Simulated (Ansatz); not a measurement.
**Worked example: correlation energy of BH2⁻, triplet**

Geometry: that of the BH2, doublet, kept fixed.

```xyz
3

B     0.0000   -0.0800    0.0000
H     0.0000    0.4291   -1.0770
H     0.0000    0.4291    1.0770
```

Basis aug-cc-pVDZ; Ansatz 0.2.0. Correlated methods freeze the noble-gas cores, which leaves 6 electrons in 40 orbitals. R marks a restricted (for open shells ROHF) determinant, U an unrestricted one.

Full CI isn't at hand for all of this; UCCSDT(Q) serves as the reference, and is uncertain by about the last step of the cluster series.

Runs differ by some tens of microhartree through their thresholds and, for an open shell, their frozen cores, so steps under 0.03 kcal/mol mean nothing.

| level | total energy (hartree) |
| --- | --- |
| UHF | -25.738385 |
| UMP2 | -25.826139 |
| UCCSD | -25.847053 |
| UCCSD(T) | -25.849833 |
| UCCSDT | -25.850530 |
| UCCSDT(Q) | -25.850634 |

**Question.** What is the correlation energy at UCCSDT(Q), and what share of it do UMP2 and UCCSDT recover?

**Answer.** E(corr) = -25.850634 − (-25.738385) = -0.112249 hartree = -3.054 eV. UMP2: -0.087754 / -0.112249 = 78.18 %. UCCSDT: -0.112145 / -0.112249 = 99.91 %.

**Question.** By how many kcal/mol does UCCSD(T) miss UCCSDT(Q) (1 hartree = 627.509 kcal/mol), and which steps make up the rest?

**Answer.** -25.849833 − (-25.850634) = 0.000801 hartree = 0.50 kcal/mol. Steps: UCCSDT − UCCSD(T) = -0.44, UCCSDT(Q) − UCCSDT = -0.07 kcal/mol. That is within 1 kcal/mol of the reference in this basis, which itself misses far more of the correlation at the basis-set limit.
